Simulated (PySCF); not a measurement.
Relaxation of doublet NO2

Method: PySCF, UPBE0, basis N def2-TZVP, O def2-TZVP (no relativity, density fitting). A (50,194) grid was used.

A hand-made bent start, of C2v symmetry, held to at least that symmetry:

```xyz
3
charge 0 multiplicity 2, angstrom
N     0.0000    0.0000   -0.4668
O     0.9584    0.0000    0.2043
O    -0.9584    0.0000    0.2043
```

At each step, columns x, y, z (Å) and Fx, Fy, Fz (eV/Å):

```
step 0  E − E(last) = 132.14 kJ/mol
N    0.000   0.000  -0.467   0.000   0.000   4.508
O    0.958   0.000   0.204   7.416   0.000  -2.254
O   -0.958   0.000   0.204  -7.416   0.000  -2.254
step 1  E − E(last) = 18.75 kJ/mol
N    0.000   0.000  -0.337  -0.005   0.000   2.565
O    1.136   0.000   0.139  -3.528   0.000  -1.282
O   -1.136   0.000   0.139   3.533   0.000  -1.284
step 2  E − E(last) = 0.35 kJ/mol
N    0.000   0.000  -0.319   0.000   0.000   0.152
O    1.099   0.000   0.131  -0.526   0.000  -0.076
O   -1.099   0.000   0.131   0.526   0.000  -0.076
step 3  E − E(last) = 0.01 kJ/mol
N    0.000   0.000  -0.321  -0.001   0.000  -0.102
O    1.091   0.000   0.132   0.086   0.000   0.051
O   -1.091   0.000   0.132  -0.085   0.000   0.051
step 4  E − E(last) = 0.00 kJ/mol
N    0.000   0.000  -0.322  -0.002   0.000  -0.007
O    1.092   0.000   0.132   0.001   0.000   0.004
O   -1.092   0.000   0.132   0.001   0.000   0.003
step 5  E − E(last) = 0.00 kJ/mol
N    0.000   0.000  -0.322   0.000   0.000   0.000
O    1.092   0.000   0.132  -0.001   0.000   0.000
O   -1.092   0.000   0.132   0.001   0.000   0.000
```

It ends at C2v with N–O 1.183 Å (×2); O–N–O 134.8°. A frequency run shows a minimum. Other isomers or separated fragments may lie lower.
